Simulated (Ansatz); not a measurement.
## Sc2Ta: from a trial structure to a relaxed crystal

All numbers below come from DFT PBE, scalar-relativistic, plane waves, PAW (Ansatz 0.2.0). Cutoff 420 eV, Γ-centred k mesh, Gaussian smearing, no spin polarisation in the final step.

The start puts Sc2Ta on the 3R molybdenite structure type (R3m, No. 160), with Ta in place of Mo, Sc in place of S, at a guessed volume.

```xyz
3
Lattice="1.5673 0.9049 6.0682 -1.5673 0.9049 6.0682 0.0000 -1.8097 6.0682" Properties=species:S:1:pos:R:3 pbc="T T T"
Sc    0.0000    0.0000   13.6242
Sc    0.0000    0.0000   10.6478
Ta    0.0000    0.0000    0.0000
```

Cell and atoms relax at zero pressure; the relaxation can't lower the symmetry of the start. After a coarse first stage the cell is made exact in the group found at 0.06 Å.

Formation energies are uncorrected and refer to the elements' standard structures at the same level.

Question: Which crystal results?

Answer: It keeps R3m (No. 160). The result has the 3R molybdenite structure. Conventional cell: a = 3.128 Å, c = 23.136 Å. Sc on Wyckoff site a (1 atom of the primitive cell) has 3 Ta at 3.04 Å, 6 Sc at 3.13 Å and 3 Sc at 3.36 Å; Sc on Wyckoff site a (1 atom of the primitive cell) has 3 Ta at 3.02 Å, 6 Sc at 3.13 Å and 3 Sc at 3.36 Å; Ta has 6 Sc at 3.02–3.04 Å and 6 Ta at 3.13 Å.

```cif
data_structure
_symmetry_space_group_name_H-M 'R3m:H'
_symmetry_Int_Tables_number 160
_cell_length_a 3.1284
_cell_length_b 3.1284
_cell_length_c 23.1356
_cell_angle_alpha 90.000
_cell_angle_beta 90.000
_cell_angle_gamma 120.000
_cell_volume 196.09
loop_
_atom_site_label
_atom_site_type_symbol
_atom_site_symmetry_multiplicity
_atom_site_Wyckoff_symbol
_atom_site_fract_x
_atom_site_fract_y
_atom_site_fract_z
_atom_site_occupancy
Sc1 Sc 3 a 0.00000 0.00000 0.22777 1
Sc2 Sc 3 a 0.33333 0.66667 0.10523 1
Ta1 Ta 3 a 0.00000 0.00000 0.00037 1
```

Question: What are its volume, energy, density and gap?

Answer: The volume per atom is 21.79 Å³ and the density is 6.88 g/cm³. The energy over the elements is 0.16 eV/atom. The gap on the 18×18×18 mesh is 0 eV (a metal).

The final run used a 18×18×18 mesh on its 3-atom cell and 0.10 eV smearing. For metals, differences of a few meV/atom aren't resolved. Spin–orbit coupling is left out. Symmetry constrained the relaxation, so the result can be a saddle point.

Cost: 3 runs of about 5.8 core-minutes in all, on Arm Neoverse V2 (shared hosts).